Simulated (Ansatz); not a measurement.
Al₃H, relaxed as a quintet with UKS PBE-D4/def2-TZVP in Ansatz, starting from the PBE-D4/def2-TZVP geometry of the neutral singlet. Force threshold 0.02 eV/Å.

At PBE-D4/def2-TZVP a singlet of charge 0 lies 1.25 eV below the quintet, each at its own geometry. The structure comes from a short search, and lower isomers may exist.

Start:

```tsv
atom	x (Å)	y (Å)	z (Å)
Al1	-0.037	-1.288	-1.460
Al2	1.670	-0.980	0.209
Al3	-0.387	0.537	0.297
H4	-1.247	1.731	0.955
```

| step | energy (eV) | largest force component (eV/Å) | SCF passes |
| --- | --- | --- | --- |
| 1 | -19792.8197 | 2.458 | 17 |
| 2 | -19793.3388 | 0.709 | 20 |
| 3 | -19793.4434 | 0.077 | 20 |
| 4 | -19793.4457 | 0.041 | 21 |
| 5 | -19793.4465 | 0.018 | 21 |

Force components are those of the run's own axes.

End:

```xyz
4

Al   -0.345   -1.239   -1.646
Al    1.845   -0.844    0.496
Al   -0.324    0.450    0.248
H    -1.176    1.633    0.901
```

Bonds lost: Al1–Al2 (atoms count from 1).

No frequencies were taken in this run, so the end may be a saddle point.

It took 2.3 s on 4 threads of Intel Xeon 6975P-C on a shared host.
